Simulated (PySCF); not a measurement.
How methods differ on the ionisation energy of F

F [He] 2s2 2p5 (2P) → F+ [He] 2s2 2p4 (3P), as a difference of total energies. All numbers are calculated (PySCF 2.14, no relativity, point nucleus, in def2-TZVP). Correlated levels: valence: 1s2 frozen. The calculations carry no spin-orbit coupling.

```tsv
method	ionisation energy (eV)
UHF	15.655
M06-L	17.212
MN15	17.582
MP2 (valence)	17.207
SCS-MP2 (valence)	17.192
CCSD (valence)	17.106
CCSD(T) (valence)	17.148
```

Errors of the correlated levels include the incompleteness of this basis and the frozen core.

Task: Which method comes closest to the reference value, and which is furthest?

Result: The reference is 17.427 eV (measured; NIST levels, between the centres of gravity of the two terms). Closest: MN15 (error 0.155 eV); furthest: UHF (error -1.772 eV).
